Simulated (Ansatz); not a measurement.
**Nb, quartet: from triple and quadruple zeta to the limit**

A free Nb atom.

Ansatz 0.2.0, UHF determinant, valence electrons correlated, core potentials past Kr. Energies in eV.

```csv
set,X,functions,Hartree–Fock,MP2 correlation,CCSD(T) correlation,time
def2-TZVPP,3,56,-1532.0900,-1.7354,-2.2189,"38 s on 1 × NVIDIA H100 80GB HBM3 with 1 thread of AMD EPYC 7R13 Processor (Zen 3), with other jobs on the host"
def2-QZVPP,4,81,-1532.1147,-1.8296,-2.3072,"52 s on 1 × NVIDIA H100 80GB HBM3 with 1 thread of AMD EPYC 7R13 Processor (Zen 3), with other jobs on the host"
```

Hartree–Fock is taken to follow E(X) = E∞ + A·exp(−7.88·√X), correlation E(X) = E∞ + B·X^−2.97.

Cautions: no spin-orbit coupling; outer-core shells of the metal frozen; a state of higher spin lies lower.

Task: Work out the CCSD(T) energy at the limit, and how far the shortcut misses it that extrapolates MP2 and adds CCSD(T) minus MP2 from the smaller set.

Result: Hartree–Fock: E∞ = E4 + 0.1377·(E4 − E3) = -1532.1181. Correlation: E∞ = E4 + 0.7407·(E4 − E3) = -2.3727 for CCSD(T) and -1.8993 for MP2. The limit is -1534.4908 eV, 0.069 eV below def2-QZVPP. The shortcut gives a correlation energy of -1.8993 + (-0.4835) = -2.3828, 10 meV lower than the direct value.

The exponents were fitted on light atoms, and def2 sets of heavy atoms don't grow evenly, so the limit is rough here.
